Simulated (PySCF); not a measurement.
From one molecule to another.

First species: methanol, CH₄O.
SMILES: `OC`

Second species: C6H8FOP.
Structure used (GFN2-xTB), in Å, numbered top down from 1:
```xyz
17
C6H8FOP angstrom
C      2.583   -0.936   -0.190
O      1.243   -1.087   -0.603
C      0.414   -0.045   -0.385
C      0.644    1.143    0.211
C     -0.522    1.992    0.261
C     -1.610    1.426   -0.283
F     -2.815    2.021   -0.368
P     -1.274   -0.177   -1.086
C     -2.022   -1.329    0.162
H      3.093   -1.855   -0.474
H      2.649   -0.799    0.894
H      3.053   -0.084   -0.690
H      1.576    1.456    0.650
H     -0.505    2.966    0.721
H     -1.766   -1.027    1.175
H     -3.103   -1.320    0.031
H     -1.646   -2.331   -0.036
```

Levels: PBE0/pcSseg-1 for dipole moment, HOMO energy, LUMO energy and HOMO–LUMO gap; GFN2-xTB for rotational constant A and rotational constant C. Geometries: GFN2-xTB. Each species is one conformer at its optimised geometry, gas phase, non-relativistic unless stated; the electronic structure was computed with PySCF and density fitting.

The conformers computed, where there is a choice (atom-mapped SMILES and torsion angles):
- `[CH3:1][O:2][c:3]1[cH:4][cH:5][c:6]([F:7])[p:8]1[CH3:9]`: C1–O2–C3–C4 -2°

| property | column X | column Y |
| --- | --- | --- |
| dipole moment | 1.75 D | 3.03 D |
| HOMO energy | -7.71 eV | -5.90 eV |
| LUMO energy | 1.49 eV | -0.91 eV |
| HOMO–LUMO gap | 9.20 eV | 4.99 eV |
| rotational constant A | 128.018 GHz | 2.560 GHz |
| rotational constant C | 24.323 GHz | 0.794 GHz |

Which column belongs to which species?

Column X is the first species and column Y the second. The first has 6 atoms and 18 electrons, the second 17 and 76.

How does each property change from the first species to the second?

dipole moment +1.28 D; HOMO energy +1.81 eV; LUMO energy -2.40 eV; HOMO–LUMO gap -4.21 eV; rotational constant A -125.458 GHz; rotational constant C -23.529 GHz.

On the first: A dipole of 1.75 D is allowed in Cs, and pure rotational transitions are dipole-allowed. In atomic units the dipole is 0.69 e·bohr (1 au = 2.5417 D).

On the second: The dipole matches unit charges of opposite sign 0.63 Å apart (1 e·Å = 4.8032 D). A dipole of 3.03 D is allowed in C1, and pure rotational transitions are dipole-allowed.
